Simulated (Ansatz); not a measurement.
Input file:

```yaml
crystal:
  periodic: [false, false, false]
  atoms:
    - {symbol: Ge, position_ang: [0.000000, -0.482260, 0.527082]}
    - {symbol: Br, position_ang: [0.000000, -0.416051, -1.771802]}
    - {symbol: H, position_ang: [0.000000, 0.898312, 1.244719]}
basis:
  gaussian: {orbitals: cc-pVTZ}
total_charge: 1
magnetization: {spin_polarized: false, initial_magnetization: 1}
correlation: {method: sc_nevpt2, electrons: outside_noble_gas, active_space: {window: {electrons: 11, orbitals: 9}, shells: [{species: Br, l: s, shell: 4}, {species: Br, l: p, shell: 4}, {species: Ge, l: s, shell: 4}, {species: Ge, l: p, shell: 4}, {species: H, l: s, shell: 1}]}}
```

```sh
$ ansatz run in.yaml --threads 1 --pin off --events-out ev --progress --plain --max-ram 4096MiB --backend cpu
```

Log:

```
1123 factors; integrals over basis functions are off by at most 1.7e-7 eV
mean field evaluation 1: about -126480.4213 eV, gradient 2.4e1 eV
mean field evaluation 2: about -126480.4267 eV, gradient 2.4e1 eV
mean field evaluation 4: about -126482.6899 eV, gradient 2.6e0 eV
mean field evaluation 8: about -126482.8462 eV, gradient 2.1e-1 eV
mean field evaluation 16: about -126482.2746 eV, gradient 7.6e0 eV
mean field evaluation 32: about -126482.4003 eV, gradient 6.6e0 eV
mean field -126482.84683986 eV, -4648.1588882121 hartree, gradient 9.1e-6 eV, S^2 0.750000; 6 other end points of the search recorded, 0 dependent functions left out
reference -126482.84683986 eV, -4648.1588882121 hartree; 34, 33 occupied and 66, 67 virtual orbitals, 1123 factors
state -126484.41142581 eV, -4648.2163856852 hartree
state -126484.41142581 eV, -4648.2163856852 hartree; corrected -126488.93554442 eV, -4648.3826439775 hartree
Total energy: -126488.93554442 eV, -4648.3826439775 hartree
Checks for a lower state left out: starts, orbital_swaps
```

Ran on 1 thread of AMD EPYC 7R13, shared host: 17 s wall, 0.34 GiB peak host memory.
